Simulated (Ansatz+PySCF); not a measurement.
A calculation with Ansatz (development build ahead of 0.2.0).

```yaml
crystal:
  periodic: [false, false, false]
  atoms:
    - { symbol: Cl, position_ang: [0.0, 0.0, -2.36842] }
    - { symbol: Mg, position_ang: [0.0, 0.0, 0.0] }
    - { symbol: Cl, position_ang: [0.0, 0.0, 2.36842] }
basis:
  gaussian: { orbitals: def2-SVP }
hamiltonian:
  xc: hf
correlation:
  method: mp2
  frozen_orbitals: { Cl: 5, Mg: 1 }
scf:
  omitted_lower_state_checks: [stability, starts, atomic_configurations, cluster_reference, orbital_swaps, given_window_search, neighbouring_geometries, increment]
```

The input is written out in the form of the current development build from the run's settings.

Output:

```json
{"Converged": "yes", "Reference energy": "-1118.40486 hartree", "Correlation energy": "-0.29404 hartree", "Total energy": "-1118.69890 hartree", "Spin squared of the determinant": "0.000", "Occupied orbitals by symmetry in an Abelian subgroup (alpha; beta)": "7 Ag 6 B1u 2 B2g 3 B2u 2 B3g 3 B3u; 7 Ag 6 B1u 2 B2g 3 B2u 2 B3g 3 B3u"}
```
